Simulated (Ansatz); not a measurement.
## Which isomer of CH4ClSi− gives these data?

These gas-phase data were calculated for one isomer of CH4ClSi− at r2SCAN-D4/def2-SVPD (harmonic, unscaled wavenumbers; equilibrium rotational constants with average atomic masses):

* rotational constants: 21.44, 3.102, 2.855 GHz
* all wavenumbers above 1500 cm⁻¹: 3159, 3075, 2154, 2152

Candidates:

(1) `C[SiH-]Cl`, a singlet
(2) `[CH2-][SiH2]Cl`, a singlet

**Question.** Which candidate do the data belong to?

**Answer.** Candidate (2). 2 modes lie between 2750 and 3290 cm⁻¹, one for each C–H bond, while (1) has 3.

The same quantities for all candidates:

|  | rotational constants (GHz) | wavenumbers above 1500 cm⁻¹ | E above the lowest, r2SCAN-D4/def2-SVPD (kcal/mol) |
| --- | --- | --- | --- |
| (1) | 13.37, 3.789, 3.093 | 3080, 3062, 2970, 1899 | 0.0 |
| (2) | 21.44, 3.102, 2.855 | 3159, 3075, 2154, 2152 | 9.4 |

Each candidate is one conformer. Programs: Ansatz 0.2.0.
